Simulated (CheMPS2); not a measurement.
# DMRG/STO-3G run of AlH3Cl− (SMILES [H][Al-]([H])([H])[Cl])

What is the energy change on altering one bond length of AlH3Cl− at DMRG/STO-3G? 

The results are computed with CheMPS2 1.8.12.

3 further runs of the same task are left out: 3 set aside as unsound or not needed.

## (1) The structure to begin with

AlH3Cl− has 5 atoms, charge -1, and is taken as a singlet. SMILES: `[H][Al-]([H])([H])[Cl]`. The shape comes from GFN2-xTB, which is rough for such elements, and wasn't checked as a minimum.

Bond lengths: Al1–Cl2 2.096 Å, Al1–H3 1.609 Å, Al1–H4 1.608 Å, Al1–H5 1.609 Å. Angles: Cl2–Al1–H3 107.0°, Cl2–Al1–H4 107.2°, Cl2–Al1–H5 107.4°, H3–Al1–H4 111.6°, H3–Al1–H5 111.7°, H4–Al1–H5 111.8°.

## (2) A single-point energy at DMRG/STO-3G

integrals.py

```python
from pyscf import ao2mo, cc, dft, gto, mcscf, mp, scf
from pyscf.tools import fcidump

geom = """
Al    -0.00462983     0.00079368    -0.25362014
Cl     0.02617271    -0.03469537     3.70728361
H      2.89524940     0.02207200    -1.16594212
H     -1.46527474     2.52163164    -1.11576989
H     -1.45151753    -2.50980196    -1.17193255
"""
mol = gto.M(
    atom=geom,
    basis="sto-3g",
    unit="bohr",
    charge=-1,
    verbose=4,
    max_memory=2000,
)
print("basis functions = %d" % (mol.nao))
mf = scf.RHF(mol)
mf.conv_tol = 1e-10
mf.max_cycle = 200
mf.kernel()
if not mf.converged:
    mf = mf.newton().run(mf.mo_coeff, mf.mo_occ)
print(f"SCF energy = {mf.e_tot:.10f}")
# MP2, CCSD and CCSD(T) with the same frozen core
ref = mf
pt = mp.MP2(ref, frozen=10).run()
mycc = cc.CCSD(ref, frozen=10)
mycc.max_cycle = 150
mycc.kernel()
print(f"MP2 total energy = {pt.e_tot:.10f}")
if mycc.converged:
    print("E(CCSD) = %.10f" % (mycc.e_tot))
    print("E(CCSD(T)) = %.10f" % (mycc.e_tot + mycc.ccsd_t()))
    print("T1 diagnostic = %.4f" % (mycc.get_t1_diagnostic()))
# a few density functionals on the same geometry and basis
ks = dft.RKS(mol, xc="wb97x").set(conv_tol=1e-9, verbose=3).run()
if ks.converged:
    print(f"E(wB97X) = {ks.e_tot:.8f}")
ks = dft.RKS(mol, xc="pbe0").set(conv_tol=1e-9, verbose=3).run()
if ks.converged:
    print(f"E(PBE0) = {ks.e_tot:.8f}")
ks = dft.RKS(mol, xc="pbe").set(conv_tol=1e-9, verbose=3).run()
if ks.converged:
    print("E(PBE) = %.8f" % (ks.e_tot))
# rotate to MP2 natural orbitals
occ_no, mo = mcscf.addons.make_natural_orbitals(mp.MP2(mf, frozen=10).run())
mf.mo_coeff = mo
# FCIDUMP for the DMRG program
cas = mcscf.CASCI(mf, 11, 14)
h1, ecore = cas.get_h1eff()
fcidump.from_integrals("FCIDUMP", h1, cas.get_h2eff(), 11, 14, nuc=ecore, ms=0)
# FCI check
ci = mcscf.CASCI(mf, 11, (7, 7))
ci.fix_spin_(ss=0)
ci.fcisolver.conv_tol = 1e-10
ci.fcisolver.max_cycle = 200
ci.kernel()
print("FCI energy = %.10f" % (ci.e_tot))
```

dmrg.input

```
FCIDUMP = FCIDUMP
GROUP = 0
MULTIPLICITY = 1
NELECTRONS = 14
IRREP = 0
EXCITATION = 0
SWEEP_STATES = 25, 50, 100, 100
SWEEP_ENERGY_CONV = 1e-04, 1e-04, 1e-04, 1e-06
SWEEP_MAX_SWEEPS = 4, 2, 4, 6
SWEEP_NOISE_PREFAC = 0.05, 0.05, 0.005, 0.0
SWEEP_DVDSON_RTOL = 3e-05, 3e-05, 3e-05, 3e-06
NOCC = 0
NACT = 11
NVIR = 0
MOLCAS_FIEDLER = TRUE
PRINT_CORR = FALSE
TMP_FOLDER = .
```

Launch:

```bash
$ python integrals.py && chemps2 --file=dmrg.input
```

The program printed:

```text
$ python integrals.py

[INPUT] verbose = 4
[INPUT] num. atoms = 5
[INPUT] num. electrons = 34
[INPUT] charge = -1
[INPUT] spin (= nelec alpha-beta = 2S) = 0
[INPUT] symmetry False subgroup None
[INPUT] Mole.unit = bohr
[INPUT] Symbol           X                Y                Z      unit          X                Y                Z       unit  Magmom
[INPUT]  1 Al    -0.002450000526   0.000419997369  -0.134209998318 AA   -0.004629830000   0.000793680000  -0.253620140000 Bohr   0.0
[INPUT]  2 Cl     0.013850001680  -0.018359999128   1.961810000829 AA    0.026172710000  -0.034695370000   3.707283610000 Bohr   0.0
[INPUT]  3 H      1.532100002410   0.011679999399  -0.616989999156 AA    2.895249400000   0.022072000000  -1.165942120000 Bohr   0.0
[INPUT]  4 H     -0.775390000145   1.334389998223  -0.590439998419 AA   -1.465274740000   2.521631640000  -1.115769890000 Bohr   0.0
[INPUT]  5 H     -0.768109998127  -1.328130001154  -0.620159998195 AA   -1.451517530000  -2.509801960000  -1.171932550000 Bohr   0.0

nuclear repulsion = 78.2294552112116
number of shells = 13
number of NR pGTOs = 63
number of NR cGTOs = 21
basis = sto-3g
ecp = {}
CPU time:         0.40
basis functions = 21

******** <class 'pyscf.scf.hf.RHF'> ********
method = RHF
initial guess = minao
damping factor = 0
level_shift factor = 0
DIIS = <class 'pyscf.scf.diis.CDIIS'>
diis_start_cycle = 1
diis_space = 8
diis_damp = 0
SCF conv_tol = 1e-10
SCF conv_tol_grad = None
SCF max_cycles = 200
direct_scf = True
direct_scf_tol = 1e-13
chkfile to save SCF result = tmpdw4h8ht9
[... 20 lines left out ...]
converged SCF energy = -695.30959583256
[... 23 lines left out ...]
Init t2, MP2 energy = -695.345913954412  E_corr(MP2) -0.0363181218514303
[... 10 lines left out ...]
MP2 total energy = -695.3459139551
[... 24 lines left out ...]
converged SCF energy = -696.233643889423
[... 26 lines left out ...]
sorting_mo_energy = False
[... 16 lines left out ...]
FCI energy = -695.3621196555
[... 59 lines left out ...]
***     Maximum discarded weight = 0
[... 23 lines left out ...]
***     Maximum discarded weight = 1.11292682246663e-05
[... 7 lines left out ...]
***     Maximum discarded weight = 1.80815717738838e-05
[... 6 lines left out ...]
***     Maximum discarded weight = 1.79323670879422e-05
[... 7 lines left out ...]
***     Maximum discarded weight = 1.79191754820859e-05
[... 6 lines left out ...]
***     Maximum discarded weight = 1.79172793206919e-05
[... 13 lines left out ...]
***     Minimum energy           = -695.362045760544
[... 6 lines left out ...]
***     Minimum energy           = -695.362104236152
[... 7 lines left out ...]
***     Minimum energy           = -695.362104236057
[... 6 lines left out ...]
***     Minimum energy           = -695.362108973794
[... 8 lines left out ...]
***     Maximum discarded weight during the last sweep     = 3.31883781835645e-06
[... 5 lines left out ...]
***     Minimum energy           = -695.36211876836
***     Maximum discarded weight = 4.8280060188383e-08
******************************************************************
[... 9 site updates ...]
******************************************************************
***  Information on right sweep 0 of instruction 2:
***     Elapsed wall time        = 0.38147 seconds
***     Minimum energy           = -695.362119243872
***     Maximum discarded weight = 9.7463999432207e-08
***     Energy difference with respect to previous leftright sweep = 1.8437644257574e-05
******************************************************************
***  Information on completed instruction 2:
***     The reduced virtual dimension DSU(2)               = 100
***     The total number of reduced MPS variables          = 14821
***     Minimum energy encountered during all instructions = -695.362119243872
***     Minimum energy encountered during the last sweep   = -695.362119243872
***     Maximum discarded weight during the last sweep     = 9.7463999432207e-08
******************************************************************
[... 9 site updates ...]
******************************************************************
***  Information on left sweep 0 of instruction 3:
***     Elapsed wall time        = 0.543697 seconds
***     Minimum energy           = -695.362119500303
***     Maximum discarded weight = 9.63272669583733e-08
******************************************************************
[... 9 site updates ...]
******************************************************************
***  Information on right sweep 0 of instruction 3:
***     Elapsed wall time        = 0.528263 seconds
***     Minimum energy           = -695.362119532187
***     Maximum discarded weight = 9.71591823037918e-08
***     Energy difference with respect to previous leftright sweep = 2.94014625978889e-08
******************************************************************
***  Information on completed instruction 3:
***     The reduced virtual dimension DSU(2)               = 100
***     The total number of reduced MPS variables          = 14803
***     Minimum energy encountered during all instructions = -695.362119532187
***     Minimum energy encountered during the last sweep   = -695.362119532187
***     Maximum discarded weight during the last sweep     = 9.71591823037918e-08
******************************************************************
```

Run time: 9.6 s. Hardware: 1 thread of Arm Neoverse V2, shared host; peak memory 0.2 GiB.

## (3) The distorted shape: a single-point energy at DMRG/STO-3G

integrals.py

```python
from pyscf import ao2mo, cc, dft, gto, mcscf, mp, scf
from pyscf.tools import fcidump

mol = gto.M(atom="""
Al     0.42942514     0.75395159     0.02186602
Cl     0.46022768     0.71846253     3.98276977
H      3.32930437     0.77522991    -0.89045596
H     -1.03121977     3.27478955    -0.84028373
H     -1.45151753    -2.50980196    -1.17193255
""", basis="sto-3g", unit="bohr", charge=-1, spin=0, verbose=3)
print("nao                     : %d" % (mol.nao))
mf = scf.RHF(mol)
mf.conv_tol = 1e-10
mf.max_cycle = 200
mf.kernel()
if not mf.converged:
    mf = mf.newton().run(mf.mo_coeff, mf.mo_occ)
print(f"SCF energy              : {mf.e_tot:.10f}")
ref = mf
pt = mp.MP2(ref, frozen=10).run()
mycc = cc.CCSD(ref, frozen=10)
mycc.max_cycle = 150
mycc.kernel()
print("MP2 total energy        : %.10f" % (pt.e_tot))
if mycc.converged:
    print("CCSD total energy       : %.10f" % (mycc.e_tot))
    print("CCSD(T) total energy    : %.10f" % (mycc.e_tot + mycc.ccsd_t()))
    print("T1 diagnostic           : %.4f" % (mycc.get_t1_diagnostic()))
ks = dft.RKS(mol, xc="wb97x").set(conv_tol=1e-9, verbose=3).run()
if ks.converged:
    print(f"E(wB97X)                : {ks.e_tot:.8f}")
ks = dft.RKS(mol, xc="pbe0").set(conv_tol=1e-9, verbose=3).run()
if ks.converged:
    print(f"E(PBE0)                 : {ks.e_tot:.8f}")
ks = dft.RKS(mol, xc="pbe").set(conv_tol=1e-9, verbose=3).run()
if ks.converged:
    print("E(PBE)                  : %.8f" % (ks.e_tot))
occ_no, mo = mcscf.addons.make_natural_orbitals(mp.MP2(mf, frozen=10).run())
mf.mo_coeff = mo
cas = mcscf.CASCI(mf, 11, 14)
h1, ecore = cas.get_h1eff()
fcidump.from_integrals("FCIDUMP", h1, cas.get_h2eff(), 11, 14, nuc=ecore, ms=0)
ci = mcscf.CASCI(mf, 11, (7, 7))
ci.fix_spin_(ss=0)
ci.fcisolver.conv_tol = 1e-10
ci.fcisolver.max_cycle = 200
ci.kernel()
print(f"FCI energy              : {ci.e_tot:.10f}")
```

dmrg.input

```
FCIDUMP = FCIDUMP
GROUP = 0
MULTIPLICITY = 1
NELECTRONS = 14
IRREP = 0
EXCITATION = 0
SWEEP_STATES = 25, 50, 100, 100
SWEEP_ENERGY_CONV = 1e-05, 1e-05, 1e-05, 1e-07
SWEEP_MAX_SWEEPS = 2, 4, 3, 6
SWEEP_NOISE_PREFAC = 0.05, 0.05, 0.005, 0.0
SWEEP_DVDSON_RTOL = 3e-04, 3e-04, 3e-04, 3e-05
NOCC = 0
NACT = 11
NVIR = 0
MOLCAS_FIEDLER = TRUE
PRINT_CORR = TRUE
TMP_FOLDER = .
```

Launch:

```bash
$ python integrals.py && chemps2 --file=dmrg.input
```

The program printed:

```text
$ python integrals.py
nao                     : 21
converged SCF energy = -695.230719840521
SCF energy              : -695.2307198405
E(RMP2) = -695.274694057302  E_corr = -0.0439742167807985
E(SCS-RMP2) = -695.282130563463  E_corr = -0.0514107229417577
E(CCSD) = -695.2952892611788  E_corr = -0.06456942065750049
MP2 total energy        : -695.2746940573
CCSD total energy       : -695.2952892612
CCSD(T) correction = -0.000583249309956155
CCSD(T) total energy    : -695.2958725105
T1 diagnostic           : 0.0119
converged SCF energy = -696.420886260786
E(wB97X)                : -696.42088626
converged SCF energy = -696.169487805175
E(PBE0)                 : -696.16948781
converged SCF energy = -696.059253201703
E(PBE)                  : -696.05925320
E(RMP2) = -695.274694057302  E_corr = -0.0439742167807985
E(SCS-RMP2) = -695.282130563463  E_corr = -0.0514107229417577
CASCI E = -695.295997473343  E(CI) = -30.1331819734412  S^2 = 0.0000000
FCI energy              : -695.2959974733

$ chemps2 --file=dmrg.input

Running chemps2 version 1.8.12 () with the following options:

   FCIDUMP            = FCIDUMP
   GROUP              = c1
   MULTIPLICITY       = 1
   NELECTRONS         = 14
   IRREP              = A
   EXCITATION         = 0
   SWEEP_STATES       = [ 25 ; 50 ; 100 ; 100 ]
   SWEEP_ENERGY_CONV  = [ 1e-05 ; 1e-05 ; 1e-05 ; 1e-07 ]
   SWEEP_MAX_SWEEPS   = [ 2 ; 4 ; 3 ; 6 ]
   SWEEP_NOISE_PREFAC = [ 0.05 ; 0.05 ; 0.005 ; 0 ]
   SWEEP_DVDSON_RTOL  = [ 0.0003 ; 0.0003 ; 0.0003 ; 3e-05 ]
   NOCC               = [ 0 ]
   NACT               = [ 11 ]
   NVIR               = [ 0 ]
   MOLCAS_2RDM        =
   MOLCAS_3RDM        =
   MOLCAS_F4RDM       =
   MOLCAS_FOCK        =
   MOLCAS_FIEDLER     = TRUE
   MOLCAS_MPS         = FALSE
   MOLCAS_STATE_AVG   = FALSE
   PRINT_CORR         = TRUE
   TMP_FOLDER         = .

[... 30 lines left out ...]
***     Maximum discarded weight = 0
[... 23 lines left out ...]
***     Maximum discarded weight = 1.77975235963961e-05
[... 7 lines left out ...]
***     Maximum discarded weight = 2.9429361465538e-05
[... 6 lines left out ...]
***     Maximum discarded weight = 2.97937692360884e-05
[... 13 lines left out ...]
***     Minimum energy           = -695.295949817713
[... 6 lines left out ...]
***     Minimum energy           = -695.295971361615
[... 7 lines left out ...]
***     Minimum energy           = -695.295980906802
[... 6 lines left out ...]
***     Minimum energy           = -695.295981922746
[... 8 lines left out ...]
***     Maximum discarded weight during the last sweep     = 3.70467922297993e-06
[... 6 lines left out ...]
***     Maximum discarded weight = 8.74565973163446e-08
[... 6 lines left out ...]
***     Maximum discarded weight = 1.8914932263649e-07
[... 7 lines left out ...]
***     Maximum discarded weight = 1.92829745126216e-07
[... 6 lines left out ...]
***     Maximum discarded weight = 1.93194773821354e-07
[... 13 lines left out ...]
***     Minimum energy           = -695.295997345323
[... 6 lines left out ...]
***     Minimum energy           = -695.295997343943
[... 8 lines left out ...]
***     Maximum discarded weight during the last sweep     = 2.04161552037208e-07
[... 57 lines left out ...]
--------------------------------------------------------
Density correlation function = < n_i n_j > - < n_i > * < n_j >
Hamiltonian index order is used!

   Columns 1 to 8

    0.000177    0.000002    0.000003    0.000011    0.000005    0.000002    0.000003   -0.000028
    0.000002    0.000665    0.000031    0.000358    0.000019    0.000036    0.000018   -0.000124
    0.000003    0.000031    0.000852    0.000491    0.000041    0.000017    0.000031   -0.000390
[... 7 lines of this table left out ...]
   -0.000155   -0.000439   -0.000567   -0.009343   -0.002387   -0.000421   -0.000873    0.001252

   Columns 9 to 11

   -0.000014   -0.000006   -0.000155
   -0.000102   -0.000463   -0.000439
   -0.000453   -0.000056   -0.000567
[... 7 lines of this table left out ...]
    0.000798    0.000623    0.011511

--------------------------------------------------------
Singlet diradical correlation function = < d_i,up d_j,down > + < d_i,down d_j,up > - < d_i,up > * < d_j,down > - < d_i,down > * < d_j,up >
Hamiltonian index order is used!

   Columns 1 to 8

   -0.000000    0.000001    0.000002    0.000010    0.000005    0.000001    0.000003    0.000005
    0.000001   -0.000000    0.000017    0.000191    0.000013    0.000041    0.000022    0.000047
    0.000002    0.000017   -0.000000    0.000264    0.000029    0.000017    0.000056    0.000201
[... 7 lines of this table left out ...]
    0.000013    0.000136    0.000188    0.001385    0.000173    0.000123    0.000197    0.001102

   Columns 9 to 11

    0.000005    0.000004    0.000013
    0.000035    0.000412    0.000136
    0.000346    0.000021    0.000188
[... 7 lines of this table left out ...]
    0.000635    0.000448   -0.000004

--------------------------------------------------------
Two-orbital mutual information = 0.5 * ( s1(i) + s1(j) - s2(i,j) ) * ( 1 - delta(i,j) )
Hamiltonian index order is used!

   Columns 1 to 8

    0           0.000027    0.000027    0.000156    0.000020    0.000004    0.000011    0.000027
    0.000027    0           0.000074    0.001039    0.000026    0.000124    0.000029    0.000119
    0.000027    0.000074    0           0.001403    0.000057    0.000016    0.000269    0.000472
[... 7 lines of this table left out ...]
    0.000315    0.000972    0.001278    0.017722    0.002443    0.000290    0.000930    0.002494

   Columns 9 to 11

    0.000013    0.000007    0.000315
    0.000071    0.001214    0.000972
    0.000874    0.000035    0.001278
[... 7 lines of this table left out ...]
    0.001291    0.000850    0

--------------------------------------------------------
```

It took 9.6 s on 1 thread of Arm Neoverse V2, shared host; peak memory 0.2 GiB.

## (4) Outcome

At DMRG/STO-3G, 10 core orbitals frozen:

| quantity | value |
| --- | --- |
| run 1, DMRG/STO-3G: total energy | -695.36212 Eh |
| run 1, DMRG/STO-3G: T1 diagnostic of the CCSD step | 0.006 |
| distorted shape: total energy | -695.29600 Eh |
| distorted shape: T1 diagnostic of the CCSD step | 0.012 |
| energy change with the Al1–H5 bond stretched from 1.609 to 2.091 Å | 1.799 eV |

In words: With the Al1–H5 bond stretched from 1.609 to 2.091 Å the energy rises by 1.80 eV (41 kcal/mol). The first shape isn't relaxed at this level, so the change isn't measured from a minimum. The minimal basis adds a large error of its own.
